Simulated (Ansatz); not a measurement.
**NO: state-averaged CASSCF**

Program: Ansatz, Gaussian basis, development build. State-averaged CASSCF with equal weights; occupations are averaged over the states; levels count from the state that is lowest in CASSCF. CASSCF levels without dynamic correlation can be off by over 1 eV. No symmetry is imposed, so a solution can break that of the shape. Lower solutions, or ones in other orbitals, may exist. The average may hold one member of a degenerate pair alone.

Geometry: bond length 1.2650 Å.

Basis cc-pVTZ, nonrelativistic, 2 orbitals frozen in the corrections; active space CAS(5,5). Averaged: 1 doublet, 1 quartet.

Problem. Give the levels in order, with their spins.

Solution. 

| state | CASSCF (eV) |
| --- | --- |
| doublet | 0.000 |
| quartet | 4.345 |

Occupations: 1.97, 1.44, 1.00, 0.56, 0.03.

Same geometry.

Basis cc-pVTZ, nonrelativistic, 2 orbitals frozen in the corrections; active space CAS(5,5). Averaged: 1 doublet, 1 quartet, 1 sextet.

Problem. Give the levels in order, with their spins.

Solution. 

| state | CASSCF (eV) |
| --- | --- |
| doublet | 0.000 |
| quartet | 4.035 |
| sextet | 16.620 |

Occupations: 1.65, 1.29, 1.00, 0.72, 0.35.
